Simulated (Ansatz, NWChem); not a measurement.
## CH3Cl (chloromethane): from total energies to a heat of formation

CH3Cl has 5 atoms, charge 0, and is taken as a singlet. SMILES: `CCl`. Geometry: relaxed at PBE0-D4/def2-TZVP.

Total energies at TPSS/def2-TZVPP (NWChem 7.3.0); the atoms run unrestricted:

| species | state | energy (Eh) |
| --- | --- | --- |
| CH3Cl | singlet | -500.169263 |
| C | triplet | -37.864593 |
| Cl | doublet | -460.169100 |
| H | doublet | -0.499867 |

Harmonic wavenumbers at PBE0-D4/def2-TZVP, in cm⁻¹: 756, 1030, 1030, 1378, 1477, 1477, 3084, 3186, 3186.

Measured heats of formation of the gaseous atoms at 298.15 K, in kJ/mol: C 716.9, Cl 121.3, H 218.0. Spin-orbit lowering of the atoms at 298 K (mean of the ground term's levels less their thermal mean, from spectra), in kJ/mol: C 0.02, Cl 3.44. Take 1 Eh = 2625.50 kJ/mol, 1 cm⁻¹ = 0.0119627 kJ/mol, RT = 2.479 kJ/mol.

**Question.** Work out the heat of formation of the gas at 298 K.

**Answer.** 
1. Electronic atomisation energy: (-37.864593) + (-460.169100) + 3 × (-0.499867) − (-500.169263) = 0.635969 Eh = 1669.7 kJ/mol.
2. Zero-point energy: half the sum of the wavenumbers, 8302 cm⁻¹ = 99.3 kJ/mol.
3. Thermal vibrational enthalpy, Σ hcν̃/(exp(hcν̃/kT) − 1): 0.5 kJ/mol. Translation, rotation and pV of a non-linear molecule: 4 RT = 9.9 kJ/mol.
4. The 5 free atoms carry 5/2 RT each: 31.0 kJ/mol.
5. Spin-orbit coupling lowers the free atoms by 0.02 + 3.44 = 3.5 kJ/mol.
6. Atomisation enthalpy at 298 K: 1669.7 − 3.5 − 99.3 − 0.5 − 9.9 + 31.0 = 1587.5 kJ/mol.
7. Sum of the atoms' heats of formation: 1492.2 kJ/mol. Heat of formation: 1492.2 − 1587.5 = -95.3 kJ/mol.

The tabulated value is -82.6 kJ/mol (Active Thermochemical Tables), so this level is off by -12.7 kJ/mol, or 0.8 % of the atomisation enthalpy. Anharmonicity and any spin-orbit splitting of the molecule are left out.
